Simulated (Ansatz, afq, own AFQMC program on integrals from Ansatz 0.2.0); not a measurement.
Two steps: Ansatz 0.2.0 writes the Fock matrix and Cholesky factors of the valence space, and afq projects on them the lowest state that overlaps trial and start.

```yaml
crystal:
  periodic: [false, false, false]
  atoms:
    - {symbol: S, position_ang: [0.000000, -0.039094, 0.008162]}
    - {symbol: H, position_ang: [0.000000, 1.318386, 0.008162]}
    - {symbol: H, position_ang: [0.000000, -0.037540, 1.244161]}
    - {symbol: H, position_ang: [0.000000, -0.037183, -1.511965]}
basis:
  gaussian: {orbitals: 6-31G}
total_charge: 1
magnetization: {spin_polarized: true, initial_magnetization: 2}
correlation: {method: ccsd_t, electrons: outside_noble_gas, hamiltonian_folder: ham}
```

```sh
$ ansatz run in.yaml --threads 1 --pin off --events-out ev --progress --plain --max-ram 24576MiB --backend cuda --devices 0, --max-vram 18GiB
```

afq runs on the folder ham with

```
--method phaseless --trial cisd --walkers 4000 --populations 20 --least-time 60 --time-step 0.005 --steps-per-block 50 --equilibration-blocks 28 --max-blocks 4000 --target-error 0.00017 --factor-cut 1e-05 --start spin_pure --seed 3827 --release-times 0.24,0.51,0.99,1.62,2.4 --release-step 0.03 --release-every 3 --taylor-order 6
```

Times are imaginary, in 1/Eh. The walk had a cap of 122 s. With eight or more populations the least sampling time is a fifth of least-time, and the error comes from their spread.

Log:

```
orbitals 14  electrons 5 3  factors 85 of 236
reference energy -398.69145065 Eh
CCSD correlation -0.06629263 Eh in 10 cycles, weight of the determinant in the CISD state 0.9548
energy of the start -398.757634 Eh
 block  time / (1/Eh)  mean weight  energy / Eh
     1     0.250  1.0001  -398.757439
     2     0.500  0.9999  -398.757576
     3     0.750  0.9999  -398.757781
     4     1.000  1.0000  -398.757970
     5     1.250  0.9999  -398.758088
    12     3.000  1.0000  -398.758427
    19     4.750  1.0001  -398.758576
    26     6.500  0.9998  -398.758438
    33     8.250  0.9999  -398.758481
    40    10.000  1.0001  -398.758598
    44    11.000  1.0001  -398.758692
    47    11.750  1.0000  -398.758535
    54    13.500  0.9999  -398.758565
    61    15.250  1.0000  -398.758520
    68    17.000  0.9999  -398.758388
    69    17.250  0.9999  -398.758343
    75    18.750  0.9998  -398.758413
    78    19.500  0.9999  -398.758386
error from the spread of 20 populations
released: time / (1/Eh)  energy / Eh  error  mean overlap
  0.24  -398.758530  0.000012  1.0005
  0.51  -398.758530  0.000013  1.0004
  0.99  -398.758543  0.000012  0.9997
  1.62  -398.758542  0.000012  1.0001
  2.40  -398.758518  0.000015  1.0042
energy -398.758507 +/- 0.000019 Eh
(rows thinned)
```

The run passed its tests (sampling time, drift between the halves within three errors, error under three times the target), which doesn't prove that it has relaxed.

Against this walk (error 0.5 meV) on the same determinant: CCSD(T) 4.6 meV higher, full CI 1.3 meV lower. The error is statistical and leaves out the bias of the constraint. Released to 2.40 1/Eh the energy moves by -0.3 ± 0.7 meV (both errors), within twice the noise.

Cautions: constraint bias not in the error; lower spins were not checked.

The walk took 19 s on 1 × NVIDIA H100 80GB HBM3 with 2 threads of AMD EPYC 7R13 Processor (Zen 3) (shared host) (the card was shared). The log's last line is the phaseless energy.

A walk keeps the symmetry of its determinant, which the program's search chose and which needn't be the lowest solution, so a lower state of the same spin and another symmetry isn't excluded.
